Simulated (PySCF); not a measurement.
# SNF₂, doublet: data card

Level of theory: UPBE0 in PySCF with S def2-TZVP, N def2-TZVP, F def2-TZVP; no relativity; density-fitted integrals.

The structure is a minimum.

```
Point group                                                                   : Cs
Bond lengths                                                                  : S–F 1.600 Å (×2), S–N 1.482 Å
Bond angles                                                                   : F–S–F 90.5°, F–S–N 113.2° (×2)
Enthalpy at 298.15 K above 0 K                                                : 13.18 kJ/mol
Heat capacity Cp at 298.15 K                                                  : 59.7 J/(mol K)
Lowest empty level (β)                                                        : -5.01 eV
Spin squared ⟨S²⟩                                                             : 0.761
Rotational constants                                                          : 0.3019, 0.264, 0.1589 cm⁻¹
Highest occupied level (β)                                                    : -9.39 eV
Dipole moment                                                                 : 1.46 D
Entropy at 298.15 K and 1 bar (electronic part: spin only)                    : 288.0 J/(mol K)
Zero-point energy                                                             : 22.6 kJ/mol
Rotational symmetry number                                                    : 1
Principal polarisabilities                                                    : 19.8, 25.4, 34.7 bohr³
Principal quadrupole moments (Buckingham, traceless) about the centre of mass : -4.19, 0.36, 3.84 D Å
Atomisation energy without zero-point energy                                  : 1016 kJ/mol
```

Harmonic modes (masses in u: S 31.972, N 14.003, F 18.998):
```json
{"symmetry": "a''", "ω (cm⁻¹)": "309", "IR (km/mol)": "0.9"}
{"symmetry": "a'", "ω (cm⁻¹)": "373", "IR (km/mol)": "17.8"}
{"symmetry": "a'", "ω (cm⁻¹)": "422", "IR (km/mol)": "11.4"}
{"symmetry": "a''", "ω (cm⁻¹)": "721", "IR (km/mol)": "186"}
{"symmetry": "a'", "ω (cm⁻¹)": "765", "IR (km/mol)": "174"}
{"symmetry": "a'", "ω (cm⁻¹)": "1195", "IR (km/mol)": "35.4"}
```

Charges (e):
```csv
atom,Mulliken,Löwdin,polar tensor,spin (Mulliken),Mayer order to S1
S1,0.61,0.57,1.38,0.12,–
N2,-0.24,-0.34,-0.24,0.78,2.14
"F3,4",-0.19,-0.11,-0.57,0.05,0.98
```

Mulliken populations on S1: s 5.73, p 8.90, d 0.67, f 0.08.

Outer orbital energies (eV). α occupied: -15.74, -14.70, -13.63, -13.26, -12.94, -10.96, -9.80, -9.42; empty: -0.88, 0.31, 1.85, 5.08. β occupied: -16.55, -15.43, -14.54, -13.55, -12.86, -12.38, -10.34, -9.39; empty: -5.01, -0.64, 1.12, 2.23.

Other isomers or separated fragments may lie lower.

The final relaxation and frequency run took 67 s on 4 threads of a shared Arm Neoverse V1 host, with 130 basis functions and 17 gradients; the process peaked at 1.4 GiB.
